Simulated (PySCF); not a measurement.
C3H6, SMILES C=CC (connectivity only; charge and spin as stated), charge +1, multiplicity 2.

Geometry: ωB97X-D3(BJ)/def2-TZVP. The multiplicity is an assumed one; other spin states were not compared.

Computed with ωB97X-D3(BJ)/def2-TZVP (PySCF).

No scaling factor is applied to the harmonic values.

```tsv
mode	ν (cm⁻¹)	IR (km/mol)	moving atoms (share of kinetic energy)
1	27	6.6	H 95 %
2	147	2.6	H 84 %, C 16 %
3	419	0.8	C 55 %, H 45 %
4	751	11.8	H 93 %
5	905	63.9	H 55 %, C 45 %
6	913	6.2	H 72 %, C 28 %
7	966	0.9	H 73 %, C 27 %
8	1080	14.3	H 57 %, C 43 %
9	1231	9.4	H 59 %, C 41 %
10	1288	37.2	H 68 %, C 32 %
11	1310	103.8	H 76 %, C 24 %
12	1406	21.7	H 95 %
13	1424	5.2	H 83 %, C 17 %
14	1502	25.3	H 83 %, C 17 %
15	1594	19.0	C 66 %, H 34 %
16	2985	116.7	H 96 %
17	3017	31.3	H 92 %
18	3163	21.6	H 95 %
19	3184	2.7	H 91 %, C 9 %
20	3198	12.9	H 91 %, C 9 %
21	3279	15.7	H 89 %, C 11 %
```
